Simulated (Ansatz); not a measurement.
**Al₂ (quintet): wave-function methods side by side, cc-pVTZ**

One table from this session's results is given with a row withheld; the runs are named, their logs left out.

Program: Ansatz 0.2.0, Gaussian basis. Level of theory: cc-pVTZ, core rule «outside noble gas», up to 10 orbitals frozen. These are calculated values, not measurements.

Plan: UHF; CCSD(T) on ROHF; CCSD(T) on UHF; BCCD(T) on ROHF; CISD; CCSDT(Q) on ROHF; CCSDT(Q) on UHF; CASSCF and MRCISD+Q, 6 electrons in 8 orbitals; CASSCF and NEVPT2, 6 electrons in 8 orbitals.

15 further runs of the same task are left out: 4 that didn't finish, 11 set aside as unsound or not needed.

## What is computed

The geometry is a PBE0/def2-TZVP stationary point (not a proven minimum) of the parent state, kept for this charge and spin.

2 atoms, charge 0, spin multiplicity 5.

Atoms are counted from 1 here; the program's logs count them from 0.

Bond lengths: Al1–Al2 2.479 Å.

Set-up of the first run:

Input file in.yaml:

```yaml
crystal:
  periodic: [false, false, false]
  atoms:
    - {symbol: Al, position_ang: [0.000000, 0.000000, 0.000000]}
    - {symbol: Al, position_ang: [0.000000, 0.000000, 2.478843]}
basis:
  gaussian: {orbitals: cc-pVTZ}
magnetization: {spin_polarized: true, initial_magnetization: 4}
hamiltonian: {xc: hf}
output: {orbitals: {seedname: orbitals}}
```

On the command line:

```
ansatz run in.yaml --threads 1 --pin off --events-out ev --progress --plain --max-ram 2393MiB
```

Steps of the session up to this table: UHF; CCSD(T) on ROHF; CCSD(T) on UHF; BCCD(T) on ROHF; CISD; CCSDT(Q) on ROHF; CCSDT(Q) on UHF; CASSCF and MRCISD+Q, 6 electrons in 8 orbitals; CASSCF and NEVPT2, 6 electrons in 8 orbitals.

One table of the session follows, with a row left open; its other results are not shown here.

It belongs to the step «Misses and costs». 

```
          method  from UCCSDT(Q) (kJ/mol)
            ROHF                   +286.1
             UHF                   +284.6
            RMP2                    +71.7
            UMP2                    +72.7
            CISD                    +23.5
           RCCSD                    +26.3
           UCCSD                    +26.1
        RCCSD(T)                     +6.3
        UCCSD(T)                     +6.1
         BCCD(T)                     +6.3
          RCCSDT                     +1.9
          UCCSDT                        ?
       RCCSDT(Q)                     +0.3
       UCCSDT(Q)                        0
  CASSCF valence                   +173.7
  NEVPT2 valence                    +48.7
  MRCISD valence                    +11.0
MRCISD+Q valence                     +0.6
```

**Question.** Estimate the row for UCCSDT.

The run gave: from UCCSDT(Q) (kJ/mol): +1.7. In the column «from UCCSDT(Q) (kJ/mol)» it lies between MRCISD+Q valence (+0.6) and RCCSDT (+1.9).

To keep in mind: Restricted and unrestricted rows rest on different reference determinants; where their highest levels disagree by more than a few hundredths of an eV, they describe different states and don't form one ladder.
